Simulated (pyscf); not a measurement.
**Concerted two-bond exchange: `[O][OH]` [doublet] + `[CH4]` -> `[O][OH]` [doublet] + `[CH4]`**

Gas phase, doublet surface, charge 0. Bonds broken: O1–H5, H3–C4. Bonds formed: O2–H3, C4–H5. Optimised with ωB97X-D3(BJ)/def2-SVP in PySCF. MP2 and CC: frozen core, UHF for open shells. ΔMP2 is the change of the MP2 total energy from the triple- to the quadruple-zeta basis.

Transition state (Å):

```xyz
8

O      1.3114    -0.6869    -0.5844
O      1.8392     0.0972     0.2741
H      0.7450     0.0377     1.0001
C     -0.5160    -0.3873     1.2176
H      0.2140    -0.7486     0.1405
H     -1.1487     0.4947     1.0434
H     -0.2989    -0.4756     2.2954
H     -1.1184    -1.2841     0.9865
```

One imaginary mode, 1871i cm⁻¹; descent along it reached the two sides named.

```tsv
bond	change	reactant side (Å)	saddle	product side
O1–H5	breaks	0.980	1.317	2.468
H3–C4	breaks	1.101	1.348	2.337
O2–H3	forms	2.469	1.315	0.980
C4–H5	forms	2.338	1.350	1.101
```

Electronic energies relative to the separated reactants (kJ/mol):

```csv
level,barrier,reaction energy,reverse barrier
ωB97X-D3(BJ)/def2-TZVP,168.8,0.0,168.8
PBE/def2-TZVP,117.2,0.0,117.2
r²SCAN/def2-TZVP,135.2,0.0,135.2
B3LYP-D3(BJ)/def2-TZVP,160.3,0.0,160.3
PBE0-D3(BJ)/def2-TZVP,144.3,0.0,144.3
M06-2X/def2-TZVP,167.3,0.0,167.3
ωB97M-D3(BJ)/def2-TZVP,167.0,0.0,167.0
HF/def2-TZVP,308.2,0.0,308.2
MP2/def2-QZVPP,137.0,0.0,137.0
CCSD/def2-TZVPP,195.2,0.0,195.2
CCSD(T)/def2-TZVPP,174.6,0.0,174.6
CCSD(T)/def2-TZVPP + ΔMP2(QZVPP),173.3,0.0,173.3
```

With CCSD(T)/def2-TZVPP + ΔMP2(QZVPP) energies and thermal terms (ideal gas, 1 atm, RRHO with modes under 100 cm⁻¹ raised to 100, one conformer, R ln 2 for rigid chiral ones), in kJ/mol:

```csv
T (K),ΔH‡,ΔG‡,ΔH,ΔG
298,162.9,202.3,0.0,0.0
600,163.2,242.3,0.0,0.0
900,166.2,281.3,0.0,0.0
1200,170.1,319.1,0.0,0.0
```

The same reactants have a lower exit, to HO–OH + CH₃• (barrier +116.7 kJ/mol at ωB97M-D3(BJ), against +167.0 kJ/mol here). This is the saddle that the search found; another between the same sides may lie lower. The CCSD(T) − MP2 part came from Ansatz, without density fitting, on the same reference.
